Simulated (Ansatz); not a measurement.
Consider GaN in the wurtzite structure (space group P6_3mc, No. 186; a = 3.219 Å, c = 5.244 Å).

Method: PBE, PAW, 420 eV (Ansatz, a quantum-chemistry and plane-wave program; spin-orbit coupling left out), earlier PAW set.

```csv
level,band gap,lattice parameter a,lattice parameter c
PBE,1.71 eV,3.219 Å,5.244 Å
```

Q: From these computed values, estimate the measured ones, and say how each level misses.

A: Measured: band gap 3.68 eV (static lattice; corrected from measurement; as listed in Wei Chen et al., Physical Review Materials (2018)); lattice parameter a 3.189 Å (room temperature; as listed in M J Lucero, T M Henderson, G E Scuseria, Journal of Physics Condensed Matter (2012)); lattice parameter c 5.185 Å (room temperature; as listed in M J Lucero, T M Henderson, G E Scuseria, Journal of Physics Condensed Matter (2012)). Computed minus measured — band gap: PBE -1.97 eV; lattice parameter a: PBE +0.9 %; lattice parameter c: PBE +1.1 %. Measured values not marked as corrected hold thermal and zero-point effects that the static-lattice runs lack. A measured gap can be an optical one, lowered by exciton binding. Levels without spin-orbit coupling miss its lowering of the gap, often about a third of the valence-band splitting.

Whether these cells are dynamically stable was not tested.
